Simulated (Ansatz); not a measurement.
**How well does each level of theory give the band gap of zinc-blende GaSb?**

Reference value: 0.84 eV (measured, zero-point shift of 0.03 eV (the table's estimate, ZP (est)) added back, E0, Γ; as tabulated in arXiv:2302.06325).

Task: Which of these levels comes closest to the reference?
(A) PBE+SOC (Ansatz, a program for electronic structure)
(B) r²SCAN+SOC (Ansatz)
(C) PBEsol+SOC (Ansatz)
(D) HSE06+SOC (Ansatz)

Result: D, HSE06+SOC (Ansatz)

```
level (code)            value (eV)  cell (Å³/atom)  error (eV)
-------------------  -------------  --------------  ----------
PBE+SOC (Ansatz)              0.00           28.32       -0.84
PBEsol+SOC (Ansatz)           0.00           28.32       -0.84
r²SCAN+SOC (Ansatz)  0.33 (direct)           28.32       -0.51
HSE06+SOC (Ansatz)   0.67 (direct)           28.32       -0.17
```

The best agreement in this table is that of HSE06+SOC (-0.17 eV). Farthest off: PBE+SOC (-0.84 eV), PBEsol+SOC (-0.84 eV). Of these only HSE06+SOC lands within 0.3 eV. No gap at all, against the measurement: PBE+SOC, PBEsol+SOC. All 4 levels lie below the reference.

Density-functional values are differences of (generalised) Kohn–Sham levels of a static lattice; semilocal ones lie below quasiparticle gaps as a rule. Measured values hold zero-point and thermal shifts unless a correction is named. A gap of zero means that the bands touch or overlap; how far they overlap is not shown.  Values are at the measured cell. Cutoffs and k meshes differ between the levels. Ansatz's density-functional and Hartree–Fock values are scalar-relativistic unless marked +SOC, with PAW data made under PBE.

Differences are worked out from the printed values.
